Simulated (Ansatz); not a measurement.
1T (CdI2-type) HfS2, treated with PBE (PAW; Ansatz, a quantum-chemistry and plane-wave program).

Numerical settings: plane-wave cutoff 520 eV, 12×12×6 k mesh (along the axes of the cell as run), perturbation theory, scalar-relativistic PAW data made under PBE.

Computed at the level's own relaxed cell.

Harmonic phonon frequencies (cm⁻¹; i marks an imaginary mode; at Γ without the LO shift):

```tsv
q point	frequencies
Γ	0 0 0 142 142 250 250 302 314
M	51 75 143 201 238 250 269 293 322
K	50 130 130 235 244 244 286 286 313
A	4 4 10 142 142 250 250 313 314
```

No imaginary mode appears at these points.

Note: the cell comes from a level without a dispersion term, which matters for the spacing of layers, chains or molecules; the cell has widely spaced layers and the level no dispersion term, so their spacing and the moduli can rest on weak binding.
